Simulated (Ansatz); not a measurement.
**H₂S with PH₃: superposition error and deformation**

The task here is to estimate one member of a computed series from the others.

Computed with Ansatz 0.2.0, Gaussian basis. Level: PBE0-D4 structures, single points in def2-TZVPPD.

Levels: PBE-D4, revPBE-D4, BLYP-D4, r2SCAN-D4, B97M-V, PBE0-D4, B3LYP-D4, HSE06-D4, wB97X-V, wB97M-V, B2PLYP, Hartree-Fock, MP2, CCSD, CCSD(T).

Cores are frozen in the correlated methods. B3LYP uses VWN-RPA correlation. B2PLYP carries no dispersion term here.

129 further runs of the same task are left out: 129 set aside as unsound or not needed.

**Where the work starts**

The relaxed pair: 7 atoms, charge 0, spin multiplicity 1.

Atoms are counted from 1 here; the program's logs count them from 0.

Bond lengths: S1–H2 1.344 Å, S1–H3 1.341 Å, P4–H5 1.418 Å, P4–H6 1.418 Å, P4–H7 1.420 Å. Angles: H2–S1–H3 92.2°, H5–P4–H6 93.5°, H5–P4–H7 93.7°, H6–P4–H7 93.8°.

Geometry (Å):

| atom | x (Å) | y (Å) | z (Å) |
| --- | --- | --- | --- |
| S1 | 0.10358 | 0.68066 | -2.44439 |
| H2 | 0.91840 | 0.16151 | -1.51032 |
| H3 | -0.46132 | -0.51117 | -2.68899 |
| P4 | 0.28991 | -0.22939 | 1.31062 |
| H5 | -1.03863 | -0.69145 | 1.12794 |
| H6 | -0.11314 | 1.11615 | 1.50638 |
| H7 | 0.30120 | -0.52622 | 2.69885 |

Atoms 1 to 3 are fragment A (H₂S), the rest fragment B (PH₃). From earlier runs, pair energy (eV) and counterpoise interaction (kcal/mol):

| method | E(pair) | interaction |
| --- | --- | --- |
| PBE-D4 | -20196.78095 | -1.84 |
| revPBE-D4 | -20202.61197 | -1.53 |
| BLYP-D4 | -20205.85099 | -1.42 |
| r2SCAN-D4 | -20204.41328 | -1.34 |
| B97M-V | -20200.88129 | -1.29 |
| PBE0-D4 | -20198.59388 | -1.64 |
| B3LYP-D4 | -20207.47044 | -1.45 |
| HSE06-D4 | -20198.17473 | -1.65 |
| wB97X-V | -20202.87230 | -1.25 |
| wB97M-V | -20204.25995 | -1.18 |
| B2PLYP | -20199.01161 | -0.51 |
| Hartree-Fock | -20168.85249 | 0.61 |
| MP2 | -20178.83354 | -1.20 |
| CCSD(T) | -20180.66958 | -0.94 |

First each fragment is run alone in its own basis, frozen in the shape it has in the pair (a, b).

The first run:

a/in.yaml

```yaml
crystal:
  periodic: [false, false, false]
  atoms:
    - {symbol: S, position_ang: [0.103577, 0.680662, -2.444388]}
    - {symbol: H, position_ang: [0.918403, 0.161514, -1.510321]}
    - {symbol: H, position_ang: [-0.461323, -0.511174, -2.688990]}
basis:
  gaussian: {orbitals: "def2-TZVPPD.json"}
hamiltonian: {xc: pbe, dispersion: d4}
```

b/in.yaml

```yaml
crystal:
  periodic: [false, false, false]
  atoms:
    - {symbol: P, position_ang: [0.289906, -0.229386, 1.310623]}
    - {symbol: H, position_ang: [-1.038629, -0.691448, 1.127944]}
    - {symbol: H, position_ang: [-0.113139, 1.116149, 1.506381]}
    - {symbol: H, position_ang: [0.301204, -0.526217, 2.698851]}
basis:
  gaussian: {orbitals: "def2-TZVPPD.json"}
hamiltonian: {xc: pbe, dispersion: d4}
```

The basis file named in the input lies beside it (Basis Set Exchange, JSON).

Each run has its own folder and the same command.

On the command line:

```
$ ansatz run in.yaml --threads 2 --pin off --events-out ev --progress --plain --max-ram 5222MiB
```

Among the steps run: PBE-D4/def2-TZVPPD; r2SCAN-D4/def2-TZVPPD; PBE0-D4/def2-TZVPPD; B3LYP-D4/def2-TZVPPD; wB97X-V/def2-TZVPPD; wB97M-V/def2-TZVPPD; B2PLYP/def2-TZVPPD; BLYP-D4/def2-TZVPPD; revPBE-D4/def2-TZVPPD; B97M-V/def2-TZVPPD; HSE06-D4/def2-TZVPPD; CCSD(T)/def2-TZVPPD; Relaxing H₂S alone; Relaxing PH₃ alone.

One of the session's tables, all rows but one given; the rest of the session is left out.

| method | interaction with counterpoise (kcal/mol) |
| --- | --- |
| PBE-D4 | -1.84 |
| revPBE-D4 | -1.53 |
| BLYP-D4 | -1.42 |
| r2SCAN-D4 | -1.34 |
| B97M-V | -1.29 |
| PBE0-D4 | -1.64 |
| B3LYP-D4 | -1.45 |
| HSE06-D4 | -1.65 |
| wB97X-V | -1.25 |
| wB97M-V | -1.18 |
| B2PLYP | -0.51 |
| Hartree-Fock | 0.61 |
| MP2 | -1.20 |
| CCSD | ? |
| CCSD(T) | -0.94 |

Q: Estimate the row for CCSD from the others.

**Answer.** interaction with counterpoise (kcal/mol): -0.68. In the column «interaction with counterpoise (kcal/mol)» it lies between CCSD(T) (-0.94) and B2PLYP (-0.51).
